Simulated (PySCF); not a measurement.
Compound: (H3Si)2S.
Structure used (PBE0-D3(BJ)/def2-SVP), in Å, numbered top down from 1:
```
atom  x, y, z in Å
Si1    0.9838   -1.2588    0.3573
H2     1.5493   -0.4414    1.4722
H3     1.7239   -0.9292   -0.8976
H4     1.1230   -2.7090    0.6668
S5    -1.1231   -0.8998    0.1250
Si6   -1.0610    1.1971   -0.3481
H7    -0.2717    1.4424   -1.5921
H8    -0.4486    1.9811    0.7661
H9    -2.4756    1.6175   -0.5497
```

Jobs on this species (9 atoms, 50 electrons) with PySCF (density fitting). Hardware of each: one thread, Arm Neoverse V1, on a shared host. Other jobs ran on the host; a repeat could differ by tens of per cent or more.

```csv
level and settings,work,basis functions,SCF cycles,wall time
"delta-SCF UKS SCAN, pcX-2 on the ionised atom, pcseg-1 elsewhere, spin-free X2C","ΔSCF core ionisation, 4 holes",126,?,?
wB97X-D/pcSseg-1,shieldings,102,12,6.2 s
PBE0/pcSseg-1,"shieldings, charges and field gradients",102,10,6.0 s
"PBE0-D3(BJ)/def2-SVP, grid level 1",geometry optimisation from a GFN2-xTB start,84,28,12 s
wB97X-D/def2-SVPD,"10 singlets by full TDDFT, 4 Tamm–Dancoff triplets, polarisability",123,12,9.8 s
```

Q: Fill in the missing figures.

A: 
- delta-SCF UKS SCAN, pcX-2 on the ionised atom, pcseg-1 elsewhere, spin-free X2C; ΔSCF core ionisation, 4 holes: 12 s, 50 SCF cycles

Q: What do all jobs in the table cost together?

A: About 46 s; the longest takes about 26 % of that, and about 2 times as long as the shortest.
